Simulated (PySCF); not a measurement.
**Field gradients at the hydrogen positions**

C₃H₁₁P₃.
Numbering: `[CH3:1][P:2]([PH2:3])[CH2:4][CH2:5][PH2:6]` (hydrogens: H7, H8, H9 on C1; H10, H11 on P3; H12, H13 on C4; H14, H15 on C5; H16, H17 on P6)

Cartesian coordinates in Å at the PBE0-D3(BJ)/def2-SVP level; atoms count from 1:
```xyz
17
C3H11P3 angstrom
C     -1.593    1.341   -0.467
P     -1.102   -0.438   -0.655
P     -2.405   -1.248    0.974
C      0.486   -0.430    0.333
C      1.630    0.225   -0.428
P      3.300    0.217    0.401
H     -2.617    1.479   -0.847
H     -0.930    1.964   -1.088
H     -1.546    1.695    0.575
H     -2.073   -2.614    0.709
H     -3.575   -1.305    0.153
H      0.735   -1.484    0.544
H      0.331    0.063    1.309
H      1.408    1.284   -0.643
H      1.768   -0.255   -1.412
H      3.297   -1.160    0.788
H      2.857    0.657    1.689
```

Level: PBE0/pcSseg-1 (PySCF, non-relativistic); Q(2H) = 0.00286 b; rigid geometry, the same for H and D, with no vibrational averaging.

Question: Rank these positions by the coupling χzz of a deuteron there, largest first.
A. H14 (methylene hydrogen)
B. H16 (P–H hydrogen)
C. H7 (methyl hydrogen)

Answer: C (198 kHz), A (192 kHz), B (112 kHz).

Question: Give the electric field gradient Vzz (the principal value of largest size), its asymmetry and the 2H coupling at each hydrogen.

Answer: 
```csv
atom,bonded to,bond length (Å),Vzz (au),η,χzz (kHz)
H7,C1,1.100,0.2948,0.02,198
H8,C1,1.101,0.2947,0.02,198
H9,C1,1.102,0.2908,0.01,195
H10,P3,1.431,0.1681,0.09,113
H11,P3,1.431,0.1682,0.09,113
H12,C4,1.104,0.2851,0.04,192
H13,C4,1.104,0.2835,0.03,191
H14,C5,1.103,0.2857,0.04,192
H15,C5,1.103,0.2837,0.03,191
H16,P6,1.431,0.1666,0.09,112
H17,P6,1.431,0.1666,0.10,112
```

Question: Average by the element that carries the hydrogen.

Answer: on C: 194 kHz over 7 positions, mean bond length 1.103 Å; on P: 112 kHz over 4 positions, mean bond length 1.431 Å.

Isolated species at its PBE0-D3(BJ)/def2-SVP geometry (one conformer only). The basis is small and wasn't made for field gradients, so the couplings can be 20 % off.

These values come from a run that also computed NMR shieldings. The run took 20 s of wall time on Arm Neoverse V2, one thread, no GPU, shared host with 96 logical CPUs at a one-minute load of 22, and the process peaked at 0.85 GiB of memory.
